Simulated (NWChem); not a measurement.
## Correlation energy of CH$_{2}$ (+1)

```
C
H 1 1.1199
H 1 1.1199 2 141.48
```
Charge +1, spin multiplicity 2.

Everything below was run with NWChem. The geometry was optimised at UPBE/def2-SVP, a minimum by its harmonic frequencies.

Basis set: cc-pVTZ. Each correlation energy counts from its own Hartree-Fock reference.

The correlated methods keep 1 core orbital frozen. This spin state was chosen for the runs; another may lie lower. The structure started from a generated list of species. The unpaired electrons of the parent sit in orbitals of symmetry a1 (C2v labels of the run); other states weren't searched. No SCF solution was tested for a lower state. Open-shell Hartree-Fock references start from PBE0 orbitals. No row is a measurement; the coupled-cluster row has its own basis-set and correlation limits.

Q: One of these methods gave a correlation energy of -95.8 mHa. Which?
A) CCSD on ROHF
B) SCS-UMP2
C) CCSD[T] on ROHF
D) URI-MP2

A: D, URI-MP2. The others give -103.9 (SCS-UMP2), -119.0 (CCSD on ROHF), -121.3 (CCSD[T] on ROHF).
